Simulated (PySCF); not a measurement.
Process, species as SMILES: [SiH][SiH3] (SiH-SiH3) (closed-shell singlet) + 2 [H][H] (H2) → 2 [SiH4] (SiH4)
B3LYP-D3(BJ)/def2-TZVP geometries, fixed; electronic energies without zero-point terms.
Largest species:
```xyz
6

Si     0.0071     1.0500     0.8096
H     -0.4184     1.8608    -0.4081
Si     0.0198    -0.9006    -0.5838
H      0.9769    -0.6998    -1.7070
H     -1.3363    -1.1013    -1.1659
H      0.4013    -2.1512     0.1194
```

Effect of the SCF energy threshold at PBE0/def2-SVP with PySCF, against the last row, where the energy of full hydrogenation is -68.13 kcal/mol.

```csv
setting,"SCF cycles, largest species",largest shift of a total energy (mEh),shift of the energy of full hydrogenation (kcal/mol)
conv_tol: 1e-4,4,0.003,0.002
conv_tol: 1e-5,5,0.000,0.000
conv_tol: 1e-6,6,0.000,0.000
conv_tol: 1e-7,7,0.000,0.000
conv_tol: 1e-11,10,0.000,0.000
```

Within 0.02 kcal/mol in the energy of full hydrogenation: conv_tol: 1e-4; conv_tol: 1e-5; conv_tol: 1e-6; conv_tol: 1e-7. The largest shift is 0.003 mEh in a total energy and 0.002 kcal/mol in the difference.
